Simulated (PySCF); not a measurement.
# [SiH3]− (SMILES [SiH3-]) at PBE/6-31G

What is the energy change on altering one bond length of [SiH3]− at PBE/6-31G? 

The calculation is run with PySCF 2.14.0.

6 further runs of the same task are left out: 6 set aside as unsound or not needed.

**1. The system as given**

The species is [SiH3]− (4 atoms), meant as a singlet with charge -1. As SMILES, `[SiH3-]`. The coordinates come from a PBE0-D4/def2-TZVPD relaxation.

Bond lengths: Si1–H2 1.546 Å, Si1–H3 1.546 Å, Si1–H4 1.546 Å. Angles: H2–Si1–H3 94.1°, H2–Si1–H4 94.1°, H3–Si1–H4 94.1°.

**2. A single-point energy at PBE/6-31G**

File geometry.xyz:

```xyz
4

Si     0.539700    -0.050700    -0.300900
H      0.426600     0.622300     1.085900
H     -0.298500    -1.283700     0.106800
H     -0.667800     0.712200    -0.891800
```

File input.py:

```python
# [SiH3-]
from pyscf import gto, dft

molecule = gto.M(
    atom='geometry.xyz',
    max_memory=1860,
    spin=0,
    basis='6-31g',
    charge=-1,
    verbose=3,
)

mf = dft.RKS(molecule, xc='pbe')
mf.grids.level = 5
mf.conv_tol = 1e-10
mf.kernel()
if not mf.converged:
    mf = mf.newton().run(mf.mo_coeff, mf.mo_occ)

e_tot = mf.e_tot
print('Final energy', e_tot)
```

Run with:

```sh
$ OMP_NUM_THREADS=1 python input.py
```

Standard output:

```text
converged SCF energy = -291.06478912427
Final energy -291.06478912427013
```

It took 1.6 s on 1 thread of Arm Neoverse V2, shared host; peak memory 0.18 GiB.

**3. The distorted shape, same level**

File calc.py:

```python
from pyscf import gto, dft

mol = gto.Mole()
mol.atom = '''
Si     1.143471    -0.432163    -0.005440
H      1.030371     0.240837     1.381360
H      0.305271    -1.665163     0.402260
H     -0.667800     0.712200    -0.891800
'''
mol.charge = -1
mol.verbose = 3
mol.max_memory = 1860
mol.basis = '6-31g'
mol.build()

myscf = dft.RKS(mol, xc='pbe')
myscf.conv_tol = 1e-10
myscf.grids.level = 5
myscf.kernel()
if not myscf.converged:
    myscf = myscf.newton().run(myscf.mo_coeff, myscf.mo_occ)

etot = myscf.e_tot
print('Final energy', etot)
```

Run with:

```sh
$ OMP_NUM_THREADS=1 python calc.py
```

Standard output:

```text
converged SCF energy = -291.021585729966
Final energy -291.0215857299662
```

Wall time 1.8 s (1 thread of Arm Neoverse V2, shared host); peak memory 0.18 GiB.

**4. Summary of results**

Level: PBE/6-31G.

```
                                                              quantity          value
                                             first shape: total energy  -291.06479 Eh
                                              first shape: HOMO energy        1.79 eV
                                              first shape: LUMO energy        6.60 eV
    first shape: HOMO–LUMO gap (to an unbound level, set by the basis)        4.82 eV
                                         distorted shape: total energy  -291.02159 Eh
                                          distorted shape: HOMO energy        1.15 eV
                                          distorted shape: LUMO energy        4.19 eV
distorted shape: HOMO–LUMO gap (to an unbound level, set by the basis)        3.05 eV
    energy change with the Si1–H4 bond stretched from 1.546 to 2.319 Å       1.176 eV
```

**Reading.** With the Si1–H4 bond stretched from 1.546 to 2.319 Å the energy rises by 1.18 eV (27 kcal/mol). The first shape isn't relaxed at this level, so the change isn't measured from a minimum. Mulliken charges (first shape) run from -0.52 on Si1 to -0.16 on H2. The HOMO (first shape) lies at positive energy, 1.79 eV, as semi-local functionals often give for anions; only total energies tell whether the electron is bound. The HOMO (distorted shape) lies at positive energy, 1.15 eV, as semi-local functionals often give for anions; only total energies tell whether the electron is bound.
